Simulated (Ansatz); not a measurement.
Born–Oppenheimer molecular dynamics of BH6NS (9 atoms, charge 0, multiplicity 1). It starts at the highest image of a converged band, a first-order saddle point between two minima.

All numbers below come from RKS PBE/def2-SVP in Ansatz 0.2.0.

| Property | Result |
| --- | --- |
| ensemble | NVE (velocity Verlet) |
| time step | 0.5 fs |
| steps asked | 200 |
| starting velocities drawn for | 300 K |
| seed | 9237 |

First frame:

```xyz
9
Properties=species:S:1:pos:R:3
B -0.026 0.174 0.297
N -0.025 0.030 1.817
H -0.834 -0.433 2.242
H 0.838 -0.319 2.245
H 1.061 0.062 -0.242
H -1.019 -0.211 -0.295
S -0.246 2.384 0.340
H -1.607 2.409 0.405
H -0.141 1.578 1.602
```

Task: How far do the bonds stretch over the last three quarters of this one trajectory? (Pairs bonded in most of those frames.)

Result: 
| bond | mean (Å) | spread (Å) | shortest | longest |
| --- | --- | --- | --- | --- |
| B1–N2 | 1.744 | 0.084 | 1.59 | 1.85 |
| B1–H5 | 1.230 | 0.025 | 1.18 | 1.28 |
| B1–H6 | 1.226 | 0.019 | 1.19 | 1.26 |
| B1–S7 | 1.923 | 0.165 | 1.71 | 2.18 |
| N2–H3 | 1.036 | 0.029 | 0.97 | 1.10 |
| N2–H4 | 1.043 | 0.057 | 0.94 | 1.15 |
| N2–H9 | 1.054 | 0.070 | 0.92 | 1.17 |
| S7–H8 | 1.367 | 0.033 | 1.32 | 1.42 |

Mean temperature of the second half: 664 K. The conserved energy stayed within 0.65 meV per atom of its start (net change 0.23 meV per atom), so the integration is sound. The kinetic energy rose, since the run started high on the potential surface and went downhill. A run of 0.1 ps of so small a system gives no equilibrium averages. The orbitals stay closed-shell, which can raise the energy where a bond breaks towards radicals; this wasn't checked here.

Time of the run: 6.2 min on 1 thread of Arm Neoverse V2 (shared host), peak memory 0.13 GiB.
